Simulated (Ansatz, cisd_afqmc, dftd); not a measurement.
Barrier from CHN (methanidylidyneazanium, SMILES [C-]#[NH+]) to the saddle point below; all geometries are those of the NHTBH38 set.
```
C
N 1 1.1884
H 1 1.1823 2 72.01
```
Charge 0, spin multiplicity 1.

Quantity: barrier height (electronic, no zero-point energy), in kcal/mol. Open shells are spin-unrestricted; no spin-orbit coupling. Correlated methods leave the cores frozen. Rows without X2C or -DK are non-relativistic. AFQMC is phaseless with a CISD trial state; ± is one standard error, without the phaseless bias. Outlying blocks are dropped, and bars are widened where a walk drifts. Over all cases where full CI ran beside it in this data, AFQMC minus full CI had a median of +0.1 mEh and passed +0.4 mEh in a tenth of the cases. CBS(X,Y): correlation extrapolated as X^-3, Hartree-Fock from the larger set. A bracket is a step between two methods taken in the basis named. Functionals run without relativity, which enters their misses. Double hybrids freeze cores in their MP2 part. '+ core + X2C': CCSD(T) terms for core correlation (cc-pwCVTZ) and scalar relativity (cc-pVTZ-DK). The T1 diagnostic of CHN (saddle point or complex, singlet) reaches 0.027 in the sets run.

Published benchmark value: 33.1 kcal/mol (Zhao et al., NHTBH38), a best estimate, not a measurement.

```
level                                                                                               program  barrier height (kcal/mol)  difference against that value
--------------------------------------------------------------------------------------  -------------------  -------------------------  -----------------------------
HF/aug-cc-pVQZ                                                                                       Ansatz                       37.6                            4.5
r2SCAN-D4/def2-TZVPD                                                                         Ansatz + dftd4                       31.8                           -1.3
r2SCANh-D4/def2-TZVPD                                                                        Ansatz + dftd4                       32.4                           -0.7
r2SCANh/def2-TZVPD                                                                                   Ansatz                       32.4                           -0.7
B2GP-PLYP-D3(BJ)/def2-TZVPD                                                                  Ansatz + dftd3                       33.7                            0.6
MP2/aug-cc-pVQZ                                                                                      Ansatz                       34.5                            1.4
CCSD(T)/aug-cc-pVQZ                                                                                  Ansatz                       32.8                           -0.3
CCSDT(Q)/aug-cc-pVDZ                                                                                 Ansatz                       31.6                           -1.5
CCSDT(Q)/aug-cc-pVTZ                                                                                 Ansatz                       32.5                           -0.6
AFQMC/CISD/aug-cc-pVDZ                                                                           cisd_afqmc                 31.8 ± 0.3                           -1.3
AFQMC/CISD/aug-cc-pVTZ                                                                           cisd_afqmc                 32.8 ± 0.4                           -0.3
CCSD(T)/CBS(aug-cc-pVTZ,aug-cc-pVQZ) + [AFQMC/CISD - CCSD(T)]/aug-cc-pVTZ + core + X2C  Ansatz + cisd_afqmc                 33.2 ± 0.4                            0.1
CCSD(T)/CBS(aug-cc-pVTZ,aug-cc-pVQZ) + [CCSDT(Q) - CCSD(T)]/aug-cc-pVTZ + core + X2C                 Ansatz                       32.8                           -0.3
```

Ansatz is a first-principles code.
